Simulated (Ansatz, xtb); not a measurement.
# Relative energy of two isomers of C4H7NS

We compare I, `N/C=C/C=C\S`, a singlet, with II, `C=C/C=C(/N)S`, a singlet. Both are isolated molecules in the gas phase, relaxed with PBE-D3(BJ)/def2-SVP; the shapes shown needn't be the lowest conformers.

I (Å):

```yaml
atoms:
  - { symbol: C, position_ang: [1.4706, 0.3968, 0.8813] }
  - { symbol: C, position_ang: [0.2959, 1.0196, 0.5628] }
  - { symbol: C, position_ang: [-0.5107, 1.7257, 1.5272] }
  - { symbol: C, position_ang: [-1.6643, 2.4133, 1.2895] }
  - { symbol: N, position_ang: [2.2372, -0.3809, 0.0415] }
  - { symbol: S, position_ang: [-2.3168, 2.6759, -0.3396] }
  - { symbol: H, position_ang: [3.2266, -0.4860, 0.2627] }
  - { symbol: H, position_ang: [2.0383, -0.3298, -0.9591] }
  - { symbol: H, position_ang: [1.8522, 0.4555, 1.9159] }
  - { symbol: H, position_ang: [-0.0749, 0.9722, -0.4770] }
  - { symbol: H, position_ang: [-0.1561, 1.7156, 2.5736] }
  - { symbol: H, position_ang: [-2.1929, 2.9180, 2.1122] }
  - { symbol: H, position_ang: [-3.6326, 2.6903, 0.0147] }
```

II (Å):

```yaml
atoms:
  - { symbol: C, position_ang: [0.9646, -0.5547, -2.9145] }
  - { symbol: C, position_ang: [0.0127, -0.8709, -2.0011] }
  - { symbol: C, position_ang: [0.1929, -0.8429, -0.5676] }
  - { symbol: C, position_ang: [-0.7286, -1.2218, 0.3751] }
  - { symbol: N, position_ang: [-0.6060, -0.9799, 1.7372] }
  - { symbol: S, position_ang: [-2.2231, -2.0813, -0.0854] }
  - { symbol: H, position_ang: [0.7536, -0.5839, -3.9935] }
  - { symbol: H, position_ang: [1.9812, -0.2578, -2.6075] }
  - { symbol: H, position_ang: [-0.9902, -1.1711, -2.3548] }
  - { symbol: H, position_ang: [1.1613, -0.4693, -0.1877] }
  - { symbol: H, position_ang: [0.2907, -0.5751, 2.0217] }
  - { symbol: H, position_ang: [-0.9032, -1.7510, 2.3423] }
  - { symbol: H, position_ang: [-3.0364, -1.3730, 0.7540] }
```

Estimate E(II) − E(I) at the level CCSD(T)/def2-SVP + ΔMP2/def2-TZVPP.

CCSD(T)/def2-SVP + ΔMP2/def2-TZVPP gives E(II) − E(I) = −0.026 eV, slightly favouring structure II, which is too small a margin to settle the true order.

The same difference at several levels:

```csv
level,geometry,E(II) − E(I) (eV),departure from the last row (eV),"job, with rough time for the two"
GFN2-xTB,GFN2-xTB,+0.066,+0.092,"optimisation, 0.35 s"
HF/STO-3G,GFN2-xTB,−0.013,+0.012,"single point, 0.53 s"
r2SCAN-D4/def2-SVP,GFN2-xTB,+0.067,+0.093,"single point, 6.9 s"
PBE-D3(BJ)/def2-SVP,PBE-D3(BJ)/def2-SVP,+0.031,+0.057,"optimisation, 76 s"
HF/def2-SVP,PBE-D3(BJ)/def2-SVP,+0.050,+0.076,part of the CCSD(T) run
MP2/def2-SVP,PBE-D3(BJ)/def2-SVP,−0.049,−0.023,part of the CCSD(T) run
CCSD(T)/def2-SVP,PBE-D3(BJ)/def2-SVP,−0.046,−0.020,single point
CCSD(T)/def2-SVP + ΔMP2/def2-TZVPP,PBE-D3(BJ)/def2-SVP,−0.026,,"single point, 84 s"
```

As drawn, both hold the same kinds of bond in the same numbers.

The largest departure from CCSD(T)/def2-SVP + ΔMP2/def2-TZVPP is that of r2SCAN-D4/def2-SVP, 0.093 eV. The last row adds to CCSD(T) the change of the MP2 difference between the two basis sets, here +0.020 eV.

With thermal terms from frequencies at re-optimised GFN2-xTB minima (ideal gas, soft modes damped towards free rotors, one conformer each, 298.15 K, 1 atm): the zero-point term adds −0.010 eV; ΔH is −0.036 and ΔG −0.026 eV.

The correlated steps freeze 10 core orbitals. Programs: Ansatz 0.2.0, xtb 6.7.1; the last row on 2 threads of Arm Neoverse V1 on a shared host.
